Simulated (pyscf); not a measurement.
Optimised with ωB97X-D3(BJ)/def2-SVP in PySCF.

### Question
For H₂N–Si(SiH₃)(SiH₃)–SiH₃ → H₂N–Si:–SiH₃ [singlet] + H₃Si–SiH₃, a 1,1-elimination (singlet surface; Si–Si, Si–Si broken, Si–Si formed), PBE/def2-TZVP gives ΔE‡ = 39.0 kcal/mol and ΔE = +35.1 kcal/mol (zero: the reactant's lowest minimum found). In which direction and how far do B3LYP-D3(BJ)/def2-TZVP, M06-2X/def2-TZVP, ωB97M-D3(BJ)/def2-TZVP move these?

### Answer
B3LYP-D3(BJ): ΔE‡ = 43.4 kcal/mol, ΔE = +36.6 kcal/mol; M06-2X: ΔE‡ = 42.5 kcal/mol, ΔE = +35.3 kcal/mol; ωB97M-D3(BJ): ΔE‡ = 42.1 kcal/mol, ΔE = +34.2 kcal/mol. PBE's barrier lies under all of them, by 3.1 to 4.4 kcal/mol. Its reaction energy lies among theirs. Low barriers are usual for a GGA, whose delocalisation error favours stretched bonds. On the product side the descent ends in a complex, 6.3 kcal/mol under the separated species and 7.4 kcal/mol under the saddle at ωB97X-D3(BJ)/def2-TZVP. At ωB97X-D3(BJ) the barrier from the zero used here is 44.5 kcal/mol. H₂N–Si(SiH₃)(SiH₃)–SiH₃ lies 12.7 kcal/mol over its isomer H₃Si–NH–SiH(SiH₃)–SiH₃ (electronic energy, ωB97M-D3(BJ)). H₂N–Si:–SiH₃ [singlet] lies 11.8 kcal/mol over its isomer :HSi–NH–SiH₃ [singlet] (electronic energy, ωB97M-D3(BJ)). This is the saddle that the search found; another between the same sides may lie lower.
